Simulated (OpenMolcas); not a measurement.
**How basis sets differ on C2H6Al (SMILES [CH3][Al][CH3])**

C2H6Al has 9 atoms, charge 0, and is taken as a doublet. SMILES: `[CH3][Al][CH3]`. Geometry: relaxed at PBE0-D4/def2-TZVP.

Each level gives the dipole moment (D). The values are calculated.

```json
{"level": "ROHF/ANO-RCC-MB (DKH2)", "kind": "Hartree–Fock", "program": "OpenMolcas", "value (D)": "0.64", "CPU time": "2.2 s"}
{"level": "UHF/STO-3G", "kind": "Hartree–Fock", "program": "OpenMolcas", "value (D)": "1.95", "CPU time": "3.2 s"}
{"level": "ROHF/ANO-S-VDZ (RICD fitting)", "kind": "Hartree–Fock", "program": "OpenMolcas", "value (D)": "0.06", "CPU time": "1.8 s"}
{"level": "UHF/3-21G", "kind": "Hartree–Fock", "program": "OpenMolcas", "value (D)": "0.05", "CPU time": "3.6 s"}
{"level": "UHF/def2-SVPD", "kind": "Hartree–Fock", "program": "OpenMolcas", "value (D)": "0.29", "CPU time": "28 s"}
```

The values span 0.05 to 1.95 D. Magnitudes only. Sets without polarisation functions give poor dipoles. Times are those of the runs behind each value, whatever else they computed, on shared processors of several kinds: orders of magnitude only.
